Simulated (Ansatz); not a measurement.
Ansatz (a program for electronic structure) input (MP2/6-31G*):

Ansatz 0.2 input:
```yaml
crystal:
  periodic: [false, false, false]
  atoms:
    - {symbol: O, position_ang: [-0.00000000, -0.00000000, -0.10852476]}
    - {symbol: H, position_ang: [0.00000000, 0.00000000, 0.86819804]}
basis:
  gaussian:
    orbitals: 6-31G*
magnetization: {spin_polarized: true, initial_magnetization: 1}
correlation: {method: mp2, electrons: outside_noble_gas}
relax: {f_tol: 0.003, max_steps: 120}
```

From the last part of the output:

```
mean field evaluation 1: about -2050.7856 eV, gradient 1.0e1 eV
mean field evaluation 2: about -2050.7853 eV, gradient 1.0e1 eV
mean field evaluation 4: about -2051.2427 eV, gradient 9.6e-1 eV
mean field evaluation 8: about -2051.2473 eV, gradient 1.8e-6 eV
mean field evaluation 16: about -2051.2458 eV, gradient 4.5e-1 eV
mean field -2051.24731408 eV, -75.3819484069 hartree, gradient 6.8e-6 eV, S^2 0.755441; 2 other end points of the search recorded, 0 dependent functions left out
1 core orbitals not correlated
reference -2051.24731408 eV, -75.3819484069 hartree; 4, 3 occupied and 12, 13 virtual orbitals, 165 factors
densities: 0.04 GiB planned
second order -3.78454191 eV of doubles, -0.00000000 eV of singles
the calculation of the forces begins
relax step   1: F+E_penalty+E_count = -2055.03185599 eV  Δ(F+E_penalty+E_count) = +0.000e0 eV  max|allowed force component| = 1.162e-1 eV/Å  Δτ_max = 0.0000 Å  (56 SCF iters, accepted)
these checks for a lower state are left out or cut short: starts, cluster_reference, orbital_swaps, neighbouring_geometries, increment
integrals: 0.00 GiB planned
165 factors; integrals over basis functions are off by at most 4.6e-4 eV
mean field: 0.04 GiB planned
mean field -2051.24552849 eV, -75.3818827880 hartree, gradient 2.1e-6 eV, S^2 0.755469; 0 other end points of the search recorded, 0 dependent functions left out
1 core orbitals not correlated
reference -2051.24552849 eV, -75.3818827880 hartree; 4, 3 occupied and 12, 13 virtual orbitals, 165 factors
densities: 0.04 GiB planned
second order -3.78645647 eV of doubles, -0.00000000 eV of singles
the calculation of the forces begins
relax step   2: F+E_penalty+E_count = -2055.03198496 eV  Δ(F+E_penalty+E_count) = -1.290e-4 eV  max|allowed force component| = 2.823e-2 eV/Å  Δτ_max = 0.0009 Å  (30 SCF iters, accepted)
these checks for a lower state are left out or cut short: starts, cluster_reference, orbital_swaps, neighbouring_geometries, increment
integrals: 0.00 GiB planned
165 factors; integrals over basis functions are off by at most 4.6e-4 eV
mean field: 0.04 GiB planned
mean field evaluation 32: about -2051.2449 eV, gradient 3.2e-6 eV
mean field -2051.24492142 eV, -75.3818604786 hartree, gradient 7.3e-6 eV, S^2 0.755478; 0 other end points of the search recorded, 0 dependent functions left out
1 core orbitals not correlated
reference -2051.24492142 eV, -75.3818604786 hartree; 4, 3 occupied and 12, 13 virtual orbitals, 165 factors
densities: 0.04 GiB planned
second order -3.78707169 eV of doubles, -0.00000000 eV of singles
the calculation of the forces begins
relax step   3: F+E_penalty+E_count = -2055.03199312 eV  Δ(F+E_penalty+E_count) = -8.156e-6 eV  max|allowed force component| = 1.587e-4 eV/Å  Δτ_max = 0.0003 Å  (20 SCF iters, accepted)
these checks for a lower state are left out or cut short: cluster_reference
integrals: 0.00 GiB planned
165 factors; integrals over basis functions are off by at most 4.6e-4 eV
mean field: 0.04 GiB planned
mean field -2051.24492142 eV, -75.3818604786 hartree, gradient 7.3e-6 eV, S^2 0.755478; 3 other end points of the search recorded, 0 dependent functions left out
1 core orbitals not correlated
reference -2051.24492142 eV, -75.3818604786 hartree; 4, 3 occupied and 12, 13 virtual orbitals, 165 factors
densities: 0.04 GiB planned
second order -3.78707169 eV of doubles, -0.00000000 eV of singles
the calculation of the forces begins
Total energy: -2055.03199312 eV, -75.5210327964 hartree
Atom 0 at    -0.000000     0.000000    -0.109706 Å, force     0.000000     0.000000    -0.000159 eV/Å
Atom 1 at     0.000000    -0.000000     0.869379 Å, force    -0.000000    -0.000000     0.000159 eV/Å
Dipole moment:    -0.000000     0.000000     0.387476 e Å
Checks for a lower state left out: cluster_reference
```
